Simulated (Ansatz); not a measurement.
**HBO, singlet: reading a ladder of total energies**

Geometry: a PBE0/def2-TZVP stationary point for this spin, not checked as a minimum.

```tsv
atom	x (Å)	y (Å)	z (Å)
B	0.0000	0.0000	0.0084
O	0.0000	0.0000	-1.1895
H	0.0000	0.0000	1.1811
```

Basis cc-pVDZ; Ansatz 0.2.0. Only valence electrons are correlated (noble-gas cores frozen), which leaves 10 electrons in 31 orbitals. R marks a restricted (for open shells ROHF) determinant.

Full CI isn't at hand for all of this; RCCSDTQ serves as the reference, and is uncertain by about the last step of the cluster series.

Runs differ by some tens of microhartree through their thresholds, so steps under 0.03 kcal/mol mean nothing.

| level | total energy (hartree) |
| --- | --- |
| RHF | -100.174105 |
| RMP2 | -100.441664 |
| RCCSD | -100.449280 |
| RCCSD(T) | -100.458303 |
| RCCSDT | -100.458839 |
| RCCSDT(Q) | -100.459867 |
| RCCSDTQ | -100.459672 |

Question: What is the correlation energy at RCCSDTQ, and what share of it do RMP2 and RCCSD(T) recover?

Answer: E(corr) = -100.459672 − (-100.174105) = -0.285567 hartree = -7.771 eV. RMP2: -0.267559 / -0.285567 = 93.69 %. RCCSD(T): -0.284198 / -0.285567 = 99.52 %.

Question: By how many kcal/mol does RCCSD(T) miss RCCSDTQ (1 hartree = 627.509 kcal/mol), and which steps make up the rest?

Answer: -100.458303 − (-100.459672) = 0.001369 hartree = 0.86 kcal/mol. Steps: RCCSDT − RCCSD(T) = -0.34, RCCSDT(Q) − RCCSDT = -0.65, RCCSDTQ − RCCSDT(Q) = 0.12 kcal/mol. Differences between like states or geometries often cancel part of this.
